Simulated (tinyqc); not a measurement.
Worked calculation: ROHF in the sto-6g basis, for H2O+, spin multiplicity 2. One step of it, computed by the program tinyqc.

Problem. Orthogonalisation. S = U s U^T; symmetric (Loewdin) form X = U s^(-1/2) U^T, so that X^T S X = 1.

overlap S, lower triangle:
```
,1O 1s,1O 2s,1O 2px,1O 2py,1O 2pz,2H 1s,3H 1s
1O 1s,1.000000
1O 2s,0.231145,1.000000
1O 2px,0.000000,0.000000,1.000000
1O 2py,0.000000,0.000000,0.000000,1.000000
1O 2pz,0.000000,0.000000,0.000000,0.000000,1.000000
2H 1s,0.026855,0.297323,0.000000,0.200087,0.189043,1.000000
3H 1s,0.026855,0.297323,0.000000,-0.200087,0.189043,0.152438,1.000000
```

Give: eigenvalues of S; X.

Solution.

eigenvalues of S: 0.535  0.631  0.883  1.000  1.113  1.217  1.622

X, lower triangle:
```
,1O 1s,1O 2s,1O 2px,1O 2py,1O 2pz,2H 1s,3H 1s
1O 1s,1.022
1O 2s,-0.127,1.094
1O 2px,0.000,0.000,1.000
1O 2py,0.000,0.000,0.000,1.037
1O 2pz,-0.005,0.046,0.000,0.000,1.028
2H 1s,0.014,-0.159,0.000,-0.120,-0.099,1.074
3H 1s,0.014,-0.159,0.000,0.120,-0.099,-0.054,1.074
```
